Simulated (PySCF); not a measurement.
**How far are cheaper levels from CCSD(T)/CBS for SiF⁺?**

PySCF; the state is a singlet (closed shell). The composite is CCSD(T) extrapolated to the basis-set limit from two correlation-consistent sets, with core-valence (CV) and scalar-relativistic (SR) terms as its label shows; it has no spin–orbit coupling and nothing beyond (T). Here it is CCSD(T)/CBS(TQ)+CV+SR. It gives Re = 1.531 Å, ωe = 1048 cm⁻¹ and De = 6.95 eV to Si⁺ + F.

```json
{"level": "RHF-SCS-MP2", "basis": "STO-3G", "relativity": "no relativity", "Re (Å)": "1.547", "ωe (cm⁻¹)": "1101", "De (eV)": "4.89"}
{"level": "PBE", "basis": "STO-3G", "relativity": "no relativity", "Re (Å)": "1.594", "ωe (cm⁻¹)": "996", "De (eV)": "7.45"}
{"level": "PBE", "basis": "6-31G(d,p)", "relativity": "no relativity", "Re (Å)": "1.575", "ωe (cm⁻¹)": "988", "De (eV)": "7.04"}
{"level": "PBE", "basis": "def2-TZVPPD", "relativity": "no relativity", "Re (Å)": "1.557", "ωe (cm⁻¹)": "980", "De (eV)": "7.03"}
{"level": "B3LYP", "basis": "STO-3G", "relativity": "no relativity", "Re (Å)": "1.573", "ωe (cm⁻¹)": "1042", "De (eV)": "6.67"}
{"level": "PBE0", "basis": "STO-3G", "relativity": "no relativity", "Re (Å)": "1.567", "ωe (cm⁻¹)": "1055", "De (eV)": "6.49"}
{"level": "r²SCAN0", "basis": "6-31G(d,p)", "relativity": "no relativity", "Re (Å)": "1.548", "ωe (cm⁻¹)": "1059", "De (eV)": "6.43"}
{"level": "MN15", "basis": "def2-TZVPPD", "relativity": "no relativity", "Re (Å)": "1.532", "ωe (cm⁻¹)": "1057", "De (eV)": "7.10"}
{"level": "ωB97X", "basis": "STO-3G", "relativity": "no relativity", "Re (Å)": "1.560", "ωe (cm⁻¹)": "1081", "De (eV)": "6.34"}
{"level": "LC-ωPBE", "basis": "6-31G(d,p)", "relativity": "no relativity", "Re (Å)": "1.552", "ωe (cm⁻¹)": "1063", "De (eV)": "6.72"}
```

Q: Give the difference of each row from the composite.

A: 

```csv
level,basis,ΔRe (pm),Δωe (%),ΔDe (eV)
RHF-SCS-MP2,STO-3G,+1.6,+5.1,-2.06
PBE,STO-3G,+6.3,-5.0,+0.50
PBE,"6-31G(d,p)",+4.4,-5.7,+0.09
PBE,def2-TZVPPD,+2.6,-6.5,+0.08
B3LYP,STO-3G,+4.2,-0.6,-0.28
PBE0,STO-3G,+3.6,+0.7,-0.46
r²SCAN0,"6-31G(d,p)",+1.7,+1.0,-0.52
MN15,def2-TZVPPD,+0.1,+0.9,+0.15
ωB97X,STO-3G,+2.9,+3.1,-0.61
LC-ωPBE,"6-31G(d,p)",+2.1,+1.4,-0.23
```

Q: Which rows come closest in De?

A: PBE in 6-31G(d,p) (+0.09 eV); PBE in def2-TZVPPD (+0.08 eV), counted from the composite.

Correlated steps freeze 6 core orbitals. For an ion De counts to the pair picked by the measured ionisation energies or electron affinities, which need not be the lowest pair at this level. Where the molecule has an RHF reference, its open-shell atoms are computed with UHF. STO-3G is very small, so such numbers show the basis as much as the molecule.
